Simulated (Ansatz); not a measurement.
**PN (phosphorus nitride): levels of theory compared**

Wanted: a comparison of 6 runs (BHLYP/STO-3G, UB3LYP/STO-3G, UPBE0/STO-3G, RPA@PBE/STO-3G, UMP2/STO-3G, FCI/STO-3G) of PN (phosphorus nitride). 

The calculation is run with Ansatz 0.2.0.

46 further runs of the same task are left out: 12 that didn't finish, 34 set aside as unsound or not needed.

### 1 Starting point

PN: 2 atoms, total charge 0, spin state singlet. SMILES: `N#P`. The P2–N1 distance was set to 1.864 Å, away from the relaxed value.

Bond lengths: N1–P2 1.864 Å.

### 2 The energy at BHLYP/STO-3G (run 1)

Input file molecule.yaml:

```yaml
crystal:
  periodic: [false, false, false]
  atoms:
    - {symbol: "N", position_ang: [0.000000, 0.000000, -0.372734]}
    - {symbol: P, position_ang: [0.000000, 0.000000, 1.490866]}
basis:
  gaussian:
    orbitals: STO-3G
hamiltonian:
  xc: {name: BHLYP}
accuracy: high
```

The run is started by

```console
$ ansatz run molecule.yaml --threads 1 --pin off --max-ram 2610MiB --events-out events.jsonl --progress --plain --runs-dir runs
```

Log:

```text
Warning: RAYON_NUM_THREADS=1 ignored (pool sized by the plan → 1); use --threads N
Functional definition: BHLYP
  name "BHLYP"
  parameter a = 0.5
  exchange = (1 - a)*b88_x + a*exact_x
  correlation = lyp_c
224 factors; integrals over basis functions are off by at most 1.1e-8 eV
mean field evaluation 1: about -10633.9751 eV, gradient 6.4e1 eV
mean field evaluation 2: about -10579.7933 eV, gradient 8.9e1 eV
mean field evaluation 4: about -10625.9746 eV, gradient 7.4e1 eV
mean field evaluation 8: about -10648.1937 eV, gradient 1.0e-3 eV
mean field -10648.19374131 eV, -391.3139023881 hartree, gradient 2.3e-8 eV, S^2 0.000000; 0 other end points of the search recorded, 0 dependent functions left out
reference -10648.19375407 eV, -391.3139028572 hartree; 11, 11 occupied and 3, 3 virtual orbitals, 224 factors
Total energy: -10648.19375407 eV, -391.3139028572 hartree
```

It took 0.28 s on 1 thread of Intel Xeon 6975P-C (Granite Rapids), shared host.

### 3 A single-point energy at UB3LYP/STO-3G (run 2)

Input file in.yaml:

```yaml
crystal:
  periodic: [false, false, false]
  atoms:
    - {symbol: N, position_ang: [0.000000, 0.000000, -0.372734]}
    - {symbol: P, position_ang: [0.000000, 0.000000, 1.490866]}
basis:
  gaussian: {orbitals: STO-3G}
magnetization: {spin_polarized: true, initial_magnetization: 0}
hamiltonian: {xc: {name: B3LYP}}
accuracy: high
```

The run is started by

```console
$ ansatz run in.yaml --threads 1 --pin off --max-ram 2610MiB --events-out events.jsonl --progress --plain --runs-dir runs
```

Log:

```text
Warning: RAYON_NUM_THREADS=1 ignored (pool sized by the plan → 1); use --threads N
Functional definition: B3LYP
  name "B3LYP"
  parameter a0 = 0.2
  parameter ax = 0.72
  parameter ac = 0.81
  exchange = (1 - a0 - ax)*slater_x + ax*b88_x + a0*exact_x
  correlation = (1 - ac)*vwn_rpa_c + ac*lyp_c
224 factors; integrals over basis functions are off by at most 1.1e-8 eV
mean field evaluation 1: about -10631.9366 eV, gradient 5.0e1 eV
mean field evaluation 2: about -10565.9954 eV, gradient 5.5e1 eV
mean field evaluation 4: about -10602.1231 eV, gradient 5.8e1 eV
mean field evaluation 8: about -10649.9618 eV, gradient 1.2e-1 eV
mean field evaluation 16: about -10650.0917 eV, gradient 8.0e-1 eV
mean field evaluation 32: about -10649.9729 eV, gradient 1.3e-4 eV
mean field evaluation 64: about -10650.4449 eV, gradient 1.4e-6 eV
mean field -10650.44489480 eV, -391.3966307529 hartree, gradient 1.5e-8 eV, S^2 1.054252; 5 other end points of the search recorded, 0 dependent functions left out
reference -10650.44491352 eV, -391.3966314409 hartree; 11, 11 occupied and 3, 3 virtual orbitals, 224 factors
Total energy: -10650.44491352 eV, -391.3966314409 hartree
```

Wall time 1.7 s (1 thread of Intel Xeon 6975P-C (Granite Rapids), shared host); peak memory 0.11 GiB.

Runs 3 to 4 aren't shown in full; the table further down has their settings and results.

### 4 The energy at UMP2/STO-3G (run 5)

Input file run.yaml:

```yaml
crystal:
  periodic: [false, false, false]
  atoms:
    - {symbol: "N", position_ang: [0.000000, 0.000000, -0.372734]}
    - {symbol: P, position_ang: [0.000000, 0.000000, 1.490866]}
basis:
  gaussian:
    orbitals: STO-3G
magnetization:
  spin_polarized: true
  initial_magnetization: 0
correlation:
  method: mp2
  frozen_orbitals: {"N": 1, P: 5}
accuracy: high
```

The run is started by

```console
$ ansatz run run.yaml --threads 1 --pin off --max-ram 2610MiB --events-out events.jsonl --progress --plain --runs-dir runs
```

Log, shortened:

```text
Warning: RAYON_NUM_THREADS=1 ignored (pool sized by the plan → 1); use --threads N
Functional definition: HF
  name "HF"
[...]
224 factors; integrals over basis functions are off by at most 1.1e-8 eV
[...]
mean field -10629.37187383 eV, -390.6222115162 hartree, gradient 2.3e-8 eV, S^2 1.900463; 6 other end points of the search recorded, 0 dependent functions left out
6 core orbitals not correlated: weight in the atoms' cores, before any rotation towards them, 1.000 or more for the frozen orbitals, at most 0.000 for the correlated occupied ones
reference -10629.37187383 eV, -390.6222115162 hartree; 5, 5 occupied and 3, 3 virtual orbitals, 224 factors
second order -0.72647917 eV of doubles, -0.00000000 eV of singles
Total energy: -10630.09835300 eV, -390.6489091334 hartree
```

Run time: 0.16 s. Hardware: 1 thread of Intel Xeon 6975P-C (Granite Rapids), shared host.

### 5 The energy at FCI/STO-3G (run 6)

Input file in.yaml:

```yaml
crystal:
  periodic: [false, false, false]
  atoms:
    - {symbol: "N", position_ang: [0.000000, 0.000000, -0.372734]}
    - {symbol: P, position_ang: [0.000000, 0.000000, 1.490866]}
basis:
  gaussian:
    orbitals: STO-3G
correlation:
  method: fci
  frozen_orbitals: {"N": 1, P: 5}
accuracy: high
```

The run is started by

```console
$ ansatz run in.yaml --threads 1 --pin off --max-ram 2610MiB --events-out events.jsonl --progress --plain --runs-dir runs
```

Log, shortened:

```text
Warning: RAYON_NUM_THREADS=1 ignored (pool sized by the plan → 1); use --threads N
[... 2 set-up lines as earlier in the session ...]
[...]
224 factors; integrals over basis functions are off by at most 1.1e-8 eV
[...]
mean field -10624.62037561 eV, -390.4475971773 hartree, gradient 8.3e-9 eV, S^2 0.000000; 8 other end points of the search recorded, 0 dependent functions left out; unrestricted orbitals would lower it
[...]
determinant -10624.62037561 eV, -390.4475971773 hartree, with singles and doubles -10631.83090913 eV, -390.7125793967 hartree
determinant -10624.00982843 eV, -390.4251599822 hartree, with singles and doubles -10631.40305853 eV, -390.6968561770 hartree
determinant -10624.62037561 eV, -390.4475971773 hartree, with singles and doubles -10631.38169670 eV, -390.6960711442 hartree
determinant -10624.00982843 eV, -390.4251599822 hartree, with singles and doubles -10631.38906296 eV, -390.6963418494 hartree
unrestricted determinant -10627.32449339 eV, -390.5469716729 hartree, S^2 1.6653
6 core orbitals not correlated: weight in the atoms' cores, before any rotation towards them, 1.000 or more for the frozen orbitals, at most 0.000 for the correlated occupied ones
reference -10624.62037561 eV, -390.4475971773 hartree; 5, 5 occupied and 3, 3 virtual orbitals, 224 factors
state -10631.68406868 eV, -390.7071831095 hartree
6 core orbitals not correlated: weight in the atoms' cores, before any rotation towards them, 1.000 or more for the frozen orbitals, at most 0.000 for the correlated occupied ones
state -10631.68550672 eV, -390.7072359567 hartree
Total energy: -10631.68550672 eV, -390.7072359567 hartree
```

It took 0.28 s on 1 thread of Intel Xeon 6975P-C (Granite Rapids), shared host.

### 6 The series

| run | level | frozen core orbitals | energy (Eh) | wall time |
| --- | --- | --- | --- | --- |
| 1 | BHLYP/STO-3G | – | -391.313903 | 0.28 s |
| 2 | UB3LYP/STO-3G | – | -391.396631 | 1.7 s |
| 3 | UPBE0/STO-3G | – | -391.218953 | 1.7 s |
| 4 | RPA@PBE/STO-3G | 6 | -390.748384 | 0.79 s |
| 5 | UMP2/STO-3G | 6 | -390.648909 | 0.16 s |
| 6 | FCI/STO-3G | 6 | -390.707236 | 0.28 s |

### 7 Results

```
                                          quantity          value
                               run 6: total energy  -390.70724 Eh
run 6: correlation energy (6 core orbitals frozen)     -259.6 mEh
```

**Reading.** Against full CI in this basis: UMP2 +58.3 mEh. Totals of different functionals can't be ranked against each other. In run 4 the log says that unrestricted orbitals would lower the reference, so the values rest on an unstable closed-shell determinant (other closed-shell runs at this shape may share the fault). In runs 1, 2, 3, 4, 5, 6 the basis is minimal, so the values are rough. Spin contamination of the reference: run 5 ⟨S²⟩ = 1.90, run 3 ⟨S²⟩ = 1.23, run 2 ⟨S²⟩ = 1.05. Where it is this large, the reference is a mixture of spin states, and values that rest on it are in doubt. All runs together took 4.9 s, the longest 1.7 s.
